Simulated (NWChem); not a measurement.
# Atomisation of ozone (O₃)

```
O
O 1 1.2683
O 1 1.2683 2 118.31
```
Charge 0, spin multiplicity 1.

All runs are NWChem calculations. All single points use one geometry, from PBE/def2-SVP, a minimum by its harmonic frequencies.

Basis set: def2-TZVP. The atomisation energy is electronic alone: no zero-point, thermal, spin-orbit or counterpoise terms. No value is extrapolated to the basis-set limit. Free atoms are single determinants with multiplicities O 3. Correlated methods freeze the same cores in atoms and molecule, 3 orbitals in all.

```csv
method,atomisation energy (kcal/mol)
TPSS,155.3
r2SCAN,151.6
MP2,160.1
HF,-58.7
PBE0,138.5
BP86,182.4
PBE,184.9
CCSD(T),132.6
LDA (SVWN5),241.5
B3LYP,139.9
```

The values span 300.3 kcal/mol, from HF (lowest) to LDA (SVWN5) (highest). 

B3LYP has NWChem's definition, with VWN1-RPA local correlation. The species is likely to have several important configurations. No SCF solution was tested for a lower state. Open-shell Hartree-Fock references start from PBE0 orbitals. Coupled-cluster values serve here as a point of comparison, not as the truth.
